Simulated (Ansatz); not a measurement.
A nudged elastic band was laid between two geometries of H₂NOSi (5 atoms, charge -1, multiplicity 1).

Computed with UKS B3LYP/def2-SVP (Ansatz 0.2.0).

* movable images: 7
* climbing image: yes
* spring: 5.0 eV/Å²
* optimiser: quadratic models (default)
* start path: through a guess of the saddle point
* force threshold: 0.05 eV/Å
* iteration limit: 60
* end points: relaxed

First end point:

```xyz
5
Properties=species:S:1:pos:R:3
N 1.057 -0.719 -0.050
Si -0.111 0.439 -0.043
O -0.037 1.985 -0.257
H 0.631 -1.637 0.130
H -1.541 -0.068 0.221
```

Last end point:

```xyz
5
Properties=species:S:1:pos:R:3
N -0.016 -0.656 0.089
Si 0.844 0.896 -0.234
O -0.243 2.043 -0.237
H 0.440 -1.566 0.146
H -1.026 -0.717 0.236
```

**Question.** What changes between the two ends?

**Answer.** Bonds broken: Si2–H5. Bonds formed: N1–H5.

**Question.** What energy profile does the band end with?

**Answer.** It converged. The highest image is number 3 of 0 to 8, 203.2 kJ/mol above the first end and 234.6 kJ/mol above the last; the last end lies 31.4 kJ/mol below the first. A vibrational analysis at the climbing image gives one clearly imaginary mode, 1308i cm⁻¹: a first-order saddle point. The orbitals stay closed-shell, which can raise the energy where a bond breaks towards radicals; this wasn't checked here. Limits of this set-up: an anion without diffuse functions, the dipole of an ion depends on the origin.

```
image  path coordinate (Å)  energy (kJ/mol)  Si2–H5 (Å)  N1–H5 (Å)
    0                 0.00              0.0        1.54       2.69
    1                 0.42             23.4        1.53       2.45
    2                 0.83            119.2        1.53       2.07
    3                 1.25            203.2        1.60       1.63
    4                 1.57            114.8        1.74       1.25
    5                 1.90             17.6        2.06       1.05
    6                 2.22             -8.2        2.34       1.03
    7                 2.54            -25.7        2.48       1.02
    8                 2.87            -31.4        2.51       1.02
```

**Question.** What is the geometry of the highest image?

**Answer.** 
```xyz
5
Properties=species:S:1:pos:R:3
N 0.632 -0.666 0.473
Si -0.149 0.583 -0.455
O 0.070 2.116 -0.222
H 0.431 -1.487 -0.119
H -0.983 -0.546 0.323
```

**Question.** What are the harmonic wavenumbers there?

**Answer.** 1308i, 337, 401, 788, 860, 1109, 1136, 1730, 3385 cm⁻¹.

The run took 5.8 min on 1 thread of Intel(R) Xeon(R) Platinum 8259CL CPU @ 2.50GHz (Skylake/Cascade Lake), with other jobs on the host, peak memory 0.15 GiB.
